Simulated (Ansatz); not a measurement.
## A ladder of methods for BNH2O (SMILES BN=O)

The species is BNH2O (5 atoms), meant as a singlet with charge 0. As SMILES, `BN=O`. The coordinates come from a GFN2-xTB relaxation.

Each level gives the vertical ionisation energy (to the doublet cation) (eV). The values are calculated.

```json
{"level": "PBE/STO-3G", "kind": "GGA", "program": "Ansatz", "value (eV)": "8.13", "less FCI/STO-3G": "+0.89", "CPU time (all runs)": "2.5 s"}
{"level": "revPBE/STO-3G", "kind": "GGA", "program": "Ansatz", "value (eV)": "8.10", "less FCI/STO-3G": "+0.86", "CPU time (all runs)": "2.5 s"}
{"level": "r2SCAN/STO-3G", "kind": "meta-GGA", "program": "Ansatz", "value (eV)": "8.12", "less FCI/STO-3G": "+0.88", "CPU time (all runs)": "6.1 s"}
{"level": "PBE0/STO-3G", "kind": "global hybrid", "program": "Ansatz", "value (eV)": "8.22", "less FCI/STO-3G": "+0.98", "CPU time (all runs)": "2.7 s"}
{"level": "wB97M-V/STO-3G", "kind": "range-separated hybrid", "program": "Ansatz", "value (eV)": "8.21", "less FCI/STO-3G": "+0.97", "CPU time (all runs)": "38 s"}
{"level": "RPA@PBE/STO-3G", "kind": "RPA", "program": "Ansatz", "value (eV)": "7.07", "less FCI/STO-3G": "-0.17", "CPU time (all runs)": "3.1 s"}
{"level": "MP2/STO-3G", "kind": "perturbation theory", "program": "Ansatz", "value (eV)": "7.59", "less FCI/STO-3G": "+0.35", "CPU time (all runs)": "0.26 s"}
{"level": "BCCD(T)/STO-3G", "kind": "coupled cluster or CI", "program": "Ansatz", "value (eV)": "7.30", "less FCI/STO-3G": "+0.06", "CPU time (all runs)": "0.57 s"}
{"level": "CCSD(T)/STO-3G", "kind": "coupled cluster or CI", "program": "Ansatz", "value (eV)": "7.30", "less FCI/STO-3G": "+0.06", "CPU time (all runs)": "0.46 s"}
{"level": "FCI/STO-3G", "kind": "exact in the basis", "program": "Ansatz", "value (eV)": "7.24", "less FCI/STO-3G": "0.00", "CPU time (all runs)": "4.1 min"}
```

FCI/STO-3G is exact within its basis and frozen core, so for wave-function methods in that basis the difference is their error; functionals converge differently with the basis, so for them it is only a difference. The values span 7.07 to 8.22 eV. Spin contamination of the reference (⟨S²⟩ at least 0.1 too high) touches MP2/STO-3G, BCCD(T)/STO-3G, CCSD(T)/STO-3G. All rows use very small basis sets, so none should be taken for the real molecule's value. CPU times are rough (shared hosts, several kinds of processor and program).
